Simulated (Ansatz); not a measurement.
# SiS: basis-set convergence

Aim: see how fast density functionals and correlated methods converge with the basis set for SiS.

The runs use Ansatz 0.2.0, Gaussian basis; one geometry, several basis sets.

Levels to be run: PBE0-D4/def2-SVP; ωB97M-V/def2-SVP; PBE0-D4/def2-QZVPP; ωB97M-V/def2-QZVPP; CCSD(T)/cc-pV(D+d)Z; CCSD(T)/cc-pV(T+d)Z; CCSD(T)/cc-pV(Q+d)Z; the functionals' def2-TZVPP values are taken from earlier runs.

## Step 1: Structure used throughout

The geometry comes from an earlier relaxation with PBE0-D4 in a triple-zeta def2 set; it is a stationary point.

SMILES `[Si-]#[S+]`, 2 atoms, charge 0, spin multiplicity 1.

Atoms are counted from 1 here; the program's logs count them from 0.

Bond lengths: Si1–S2 1.930 Å.

As a file:

```tsv
atom	x (Å)	y (Å)	z (Å)
Si1	0.00000	0.00000	-0.00029
S2	0.00000	0.00000	1.92961
```

## Step 2: PBE0-D4 in def2-SVP

in.yaml

```yaml
crystal:
  periodic: [false, false, false]
  atoms:
    - {symbol: Si, position_ang: [-0.000000, 0.000000, -0.000291]}
    - {symbol: S, position_ang: [0.000000, -0.000000, 1.929612]}
basis:
  gaussian: {orbitals: def2-SVP}
hamiltonian: {xc: pbe0, dispersion: d4}
output: {orbitals: {seedname: orbitals}}
```

Run with:

```sh
ansatz run in.yaml --threads 2 --pin off --events-out ev --progress --plain --max-ram 22528MiB --backend cpu
```

The runs that follow: ωB97M-V in def2-SVP; PBE0-D4 in def2-QZVPP; ωB97M-V in def2-QZVPP; CCSD(T) in cc-pV(D+d)Z; CCSD(T) in cc-pV(T+d)Z; CCSD(T) in cc-pV(Q+d)Z.

Before running them: what should the planned runs give, taken together? Wanted: MP2 correlation recovered, cc-pV(D+d)Z; MP2 correlation recovered, cc-pV(T+d)Z; MP2 correlation recovered, cc-pV(Q+d)Z; CCSD(T) limit from def2 sets; PBE0-D4: double and triple zeta above quadruple; ωB97M-V: double and triple zeta above quadruple.

**Answer**, as computed:

| quantity | value |
| --- | --- |
| MP2 correlation recovered, cc-pV(D+d)Z | 69.2 % |
| MP2 correlation recovered, cc-pV(T+d)Z | 87.5 % |
| MP2 correlation recovered, cc-pV(Q+d)Z | 94.8 % |
| CCSD(T) limit from def2 sets (earlier runs) less the limit of this series | -92 meV |
| PBE0-D4: double and triple zeta above quadruple | 7.02, 0.58 eV |
| ωB97M-V: double and triple zeta above quadruple | 6.96, 0.55 eV |

For PBE0-D4 the step from double to triple zeta gains 6.44 eV and the next only 0.58 eV. Correlation climbs from 69 % (cc-pV(D+d)Z) to 95 % (cc-pV(Q+d)Z) of the limit; Hartree-Fock is 0.046 eV from its own by then. A limit from the def2 sets, made apart, differs by 92 meV, a least measure of the doubt on such a limit. These are total energies; as a rule much of such shifts cancels in differences, which this series doesn't test.
